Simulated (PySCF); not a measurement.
# C4H7F2 radical: open-shell or spin-flip excitations

Aim: compute the open-shell or spin-flip excitations of C4H7F2 radical (`C[C](C)C(F)F`).

Computed with PySCF 2.14.0 and routines of our own; the level stands in each step. Atoms count from 0.

## (1) The starting structure

13 atoms, charge 0, multiplicity 2; geometry from: GFN2-xTB.

## (2) Open-shell or spin-flip excitations: unrestricted TDA wB97X-D/def2-SVPD

Job settings and geometry (Å):

```
{"job": {"kind": "uabs", "xc": "wB97X-D", "basis": "def2-SVPD", "nstates": 10, "tda": true}, "charge": 0, "multiplicity": 2}
C     -0.941644    -1.082502     0.298211
C      0.051717    -0.042624    -0.057928
C      1.508483    -0.283526     0.035499
C     -0.458168     1.309317    -0.365375
F     -1.112167     1.874324     0.708998
F     -1.408090     1.288131    -1.352104
H     -0.460397    -2.041207     0.467486
H     -1.687589    -1.186907    -0.494129
H     -1.493816    -0.797484     1.200241
H      2.072076     0.449286    -0.538611
H      1.851945    -0.225509     1.075401
H      1.752992    -1.283617    -0.321896
H      0.320268     2.022804    -0.673521
```

With the program's defaults for keys left out, this is: unrestricted TDA wB97X-D/def2-SVPD, vertical, gas phase, core orbitals frozen in the response.

Run with:

```
$ OMP_NUM_THREADS=1 python excited_run.py task.json out
```

One launch serves the whole session: the jobs run in the order shown.

Output:

```text
coarse grid: 10856 points
cycle   1  E = -355.7805553833  dE =  6.988e-01  |g| = 4.875e-01  |ddm| = 3.775e+00
cycle   2  E = -355.7775597335  dE =  2.996e-03  |g| = 5.510e-01  |ddm| = 1.113e+00
cycle   3  E = -355.8733885383  dE = -9.583e-02  |g| = 3.688e-02  |ddm| = 5.082e-01
cycle   4  E = -355.8741638148  dE = -7.753e-04  |g| = 1.778e-02  |ddm| = 9.529e-02
cycle   5  E = -355.8743830274  dE = -2.192e-04  |g| = 4.849e-03  |ddm| = 4.287e-02
cycle   6  E = -355.8744128025  dE = -2.978e-05  |g| = 1.902e-03  |ddm| = 1.689e-02
cycle   7  E = -355.8744172292  dE = -4.427e-06  |g| = 1.110e-03  |ddm| = 7.043e-03
final grid: 105648 points
cycle   8  E = -355.9242718390  dE = -1.024e-04  |g| = 6.038e-03  |ddm| = 1.149e-01
cycle   9  E = -355.9242720118  dE = -1.728e-07  |g| = 6.856e-03  |ddm| = 1.563e-02
cycle  10  E = -355.9242860868  dE = -1.408e-05  |g| = 4.125e-04  |ddm| = 5.506e-03
cycle  11  E = -355.9242862315  dE = -1.446e-07  |g| = 2.614e-04  |ddm| = 1.895e-03
cycle  12  E = -355.9242862750  dE = -4.357e-08  |g| = 5.929e-05  |ddm| = 5.630e-04
cycle  13  E = -355.9242862801  dE = -5.071e-09  |g| = 2.863e-05  |ddm| = 2.198e-04
cycle  14  E = -355.9242862807  dE = -5.731e-10  |g| = 1.358e-05  |ddm| = 7.205e-05
converged SCF energy = -355.9242862807

Static polarisability (au): isotropic 51.271, principal 45.044 53.259 55.511

<S^2> of the reference = 0.7545 (exact 0.7500)

Excitations
state   eV       nm        f      <S^2>   main configurations
  1   5.7401    216.0   0.00019   0.787   Hb->Lb 0.95
  2   5.8780    210.9   0.00108   0.780   Ha->La 0.94
  3   6.5013    190.7   0.00093   0.767   H-1b->Lb 0.90
  4   6.8905    179.9   0.00754   0.772   Ha->L+2a 0.74, Ha->L+3a 0.13
  5   6.9392    178.7   0.00042   0.788   Ha->L+1a 0.95
  6   7.2121    171.9   0.03389   0.775   Ha->L+3a 0.73, Ha->L+2a 0.11
  7   7.6096    162.9   0.00667   0.783   Ha->L+4a 0.72
  8   7.6603    161.9   0.00020   0.816   H-2b->Lb 0.87
  9   7.8395    158.2   0.02936   0.783   Ha->L+5a 0.70
 10   7.9154    156.6   0.05214   0.792   H-3b->Lb 0.85
```

Wall time 42 s (1 thread of Intel Xeon Platinum 8488C, shared host); peak memory 0.64 GiB.

From this job:

| quantity | value |
| --- | --- |
| ⟨S²⟩ | 0.754 |

Löwdin spin populations:

C0 0.05; C1 0.65; C2 0.06; C3 0.04; F4 0.04; F5 0.03; H6 0.00; H7 0.02; H8 0.03; H9 0.00; H10 0.04; H11 0.01; H12 0.00

With diffuse functions Löwdin's scheme smears the spin, so small populations can have the wrong sign.

## (3) Open-shell or spin-flip excitations: unrestricted TDA wB97X-D/def2-SVPD

Settings changed since step 2:

```diff
@@ -1,2 +1,2 @@
-{"job": {"kind": "uabs", "xc": "wB97X-D", "basis": "def2-SVPD", "nstates": 10, "tda": true}, "charge": 0, "multiplicity": 2}
+{"job": {"kind": "uabs", "xc": "wB97X-D", "basis": "def2-SVPD", "nstates": 6, "tda": true, "grid": 3}, "charge": 0, "multiplicity": 2}
 C     -0.941644    -1.082502     0.298211
```

Level: unrestricted TDA wB97X-D/def2-SVPD, vertical, gas phase, core orbitals frozen in the response.

Output:

```text
coarse grid: 10856 points
cycle   1  E = -355.7805553833  dE =  6.988e-01  |g| = 4.875e-01  |ddm| = 3.775e+00
cycle   2  E = -355.7775597335  dE =  2.996e-03  |g| = 5.510e-01  |ddm| = 1.113e+00
cycle   3  E = -355.8733885383  dE = -9.583e-02  |g| = 3.688e-02  |ddm| = 5.082e-01
cycle   4  E = -355.8741638148  dE = -7.753e-04  |g| = 1.778e-02  |ddm| = 9.529e-02
cycle   5  E = -355.8743830274  dE = -2.192e-04  |g| = 4.849e-03  |ddm| = 4.287e-02
cycle   6  E = -355.8744128025  dE = -2.978e-05  |g| = 1.902e-03  |ddm| = 1.689e-02
cycle   7  E = -355.8744172292  dE = -4.427e-06  |g| = 1.110e-03  |ddm| = 7.043e-03
final grid: 153656 points
cycle   8  E = -355.9242692688  dE = -1.024e-04  |g| = 6.015e-03  |ddm| = 1.146e-01
cycle   9  E = -355.9242694742  dE = -2.055e-07  |g| = 6.827e-03  |ddm| = 1.557e-02
cycle  10  E = -355.9242834285  dE = -1.395e-05  |g| = 4.124e-04  |ddm| = 5.482e-03
cycle  11  E = -355.9242835741  dE = -1.455e-07  |g| = 2.614e-04  |ddm| = 1.898e-03
cycle  12  E = -355.9242836177  dE = -4.361e-08  |g| = 5.954e-05  |ddm| = 5.632e-04
cycle  13  E = -355.9242836228  dE = -5.110e-09  |g| = 2.864e-05  |ddm| = 2.214e-04
cycle  14  E = -355.9242836234  dE = -5.739e-10  |g| = 1.358e-05  |ddm| = 7.232e-05
converged SCF energy = -355.9242836234

Static polarisability (au): isotropic 51.272, principal 45.044 53.260 55.511

<S^2> of the reference = 0.7545 (exact 0.7500)

Excitations
state   eV       nm        f      <S^2>   main configurations
  1   5.7401    216.0   0.00019   0.787   Hb->Lb 0.95
  2   5.8779    210.9   0.00108   0.780   Ha->La 0.94
  3   6.5014    190.7   0.00093   0.767   H-1b->Lb 0.90
  4   6.8903    179.9   0.00754   0.772   Ha->L+2a 0.74, Ha->L+3a 0.13
  5   6.9390    178.7   0.00042   0.788   Ha->L+1a 0.95
  6   7.2118    171.9   0.03389   0.775   Ha->L+3a 0.73, Ha->L+2a 0.11
```

It took 42 s on 1 thread of Intel Xeon Platinum 8488C, shared host; peak memory 0.64 GiB.

From this job:

| quantity | value |
| --- | --- |
| ⟨S²⟩ | 0.754 |

## (4) Open-shell or spin-flip excitations: unrestricted TDA revPBE/def2-SVPD

Settings changed since step 3:

```diff
@@ -1,2 +1,2 @@
-{"job": {"kind": "uabs", "xc": "wB97X-D", "basis": "def2-SVPD", "nstates": 6, "tda": true, "grid": 3}, "charge": 0, "multiplicity": 2}
+{"job": {"kind": "uabs", "xc": "revPBE", "basis": "def2-SVPD", "nstates": 2, "tda": true, "scf": {"aux": "def2-universal-jkfit", "fallback": true}}, "charge": 0, "multiplicity": 2}
 C     -0.941644    -1.082502     0.298211
```

Level: unrestricted TDA revPBE/def2-SVPD, vertical, gas phase, core orbitals frozen in the response.

Output:

```text
final grid: 105648 points
cycle   1  E = -355.8222108427  dE =  4.475e-01  |g| = 4.880e-01  |ddm| = 4.363e+00
cycle   2  E = -355.6346127449  dE =  1.876e-01  |g| = 8.817e-01  |ddm| = 1.544e+00
cycle   3  E = -355.9154600061  dE = -2.808e-01  |g| = 9.385e-02  |ddm| = 8.454e-01
cycle   4  E = -355.9188815035  dE = -3.421e-03  |g| = 3.471e-02  |ddm| = 1.744e-01
cycle   5  E = -355.9194421615  dE = -5.607e-04  |g| = 7.656e-03  |ddm| = 6.377e-02
cycle   6  E = -355.9194668872  dE = -2.473e-05  |g| = 3.806e-03  |ddm| = 2.142e-02
cycle   7  E = -355.9194726912  dE = -5.804e-06  |g| = 1.302e-03  |ddm| = 5.495e-03
cycle   8  E = -355.9194731584  dE = -4.672e-07  |g| = 8.080e-04  |ddm| = 2.442e-03
cycle   9  E = -355.9194734015  dE = -2.431e-07  |g| = 1.534e-04  |ddm| = 1.035e-03
cycle  10  E = -355.9194734134  dE = -1.188e-08  |g| = 4.080e-05  |ddm| = 4.620e-04
cycle  11  E = -355.9194734142  dE = -7.666e-10  |g| = 2.523e-05  |ddm| = 1.280e-04
converged SCF energy = -355.9194734142

Static polarisability (au): isotropic 54.301, principal 46.961 56.557 59.383

<S^2> of the reference = 0.7535 (exact 0.7500)

Excitations
state   eV       nm        f      <S^2>   main configurations
  1   4.6170    268.5   0.00157   0.766   Ha->La 1.00
  2   4.8633    254.9   0.00013   0.769   Hb->Lb 0.99
```

Wall time 33 s (1 thread of Intel Xeon Platinum 8488C, shared host); peak memory 0.5 GiB.

In short:

| quantity | value |
| --- | --- |
| ⟨S²⟩ | 0.753 |

## (5) Results

| quantity | value |
| --- | --- |
| lowest and brightest state of nearly pure spin, of 10 (step 2, unrestricted TDA wB97X-D/def2-SVPD) | 5.74 eV; 7.92 eV, f = 0.052 |
| lowest and brightest state of nearly pure spin, of 6 (step 3, unrestricted TDA wB97X-D/def2-SVPD) | 5.74 eV; 7.21 eV, f = 0.034 |
| lowest and brightest state of nearly pure spin, of 2 (step 4, unrestricted TDA revPBE/def2-SVPD) | 4.62 eV; 4.62 eV, f = 0.002 |

What this shows: The lowest state of nearly pure spin runs from 4.62 to 5.74 eV over the runs.
